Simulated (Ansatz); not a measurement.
Basis-set series for C$_{5}$H$_{12}$S (`CCCSCC`). Total charge 0; spin multiplicity 1. Geometry: relaxed with PBE0-D4/def2-TZVP. It is one conformer, not always the lowest.

| functional | basis | functions | energy (Eh) | HOMO (eV) | LUMO (eV) |
| --- | --- | --- | --- | --- | --- |
| PBE0-D4 | def2-TZVPP | 365 | -595.66565 | -6.18 | 0.94 |
| PBE0-D4 | def2-QZVPP | 715 | -595.68930 | -6.21 | 0.55 |
| ωB97M-V | def2-TZVPP | 365 | -595.89497 | -8.42 | 2.41 |
| ωB97M-V | def2-QZVPP | 715 | -595.91808 | -8.45 | 1.74 |

Give the rows for def2-SVP. (Best estimate.)

The calculation gave: 
```json
{"functional": "PBE0-D4", "basis": "def2-SVP", "functions": "148", "energy (Eh)": "-595.31197", "HOMO (eV)": "-6.08", "LUMO (eV)": "1.48"}
{"functional": "ωB97M-V", "basis": "def2-SVP", "functions": "148", "energy (Eh)": "-595.52723", "HOMO (eV)": "-8.30", "LUMO (eV)": "3.15"}
```

Positive LUMOs are unbound and depend on the basis.

Results of the Gaussian-basis code of Ansatz.
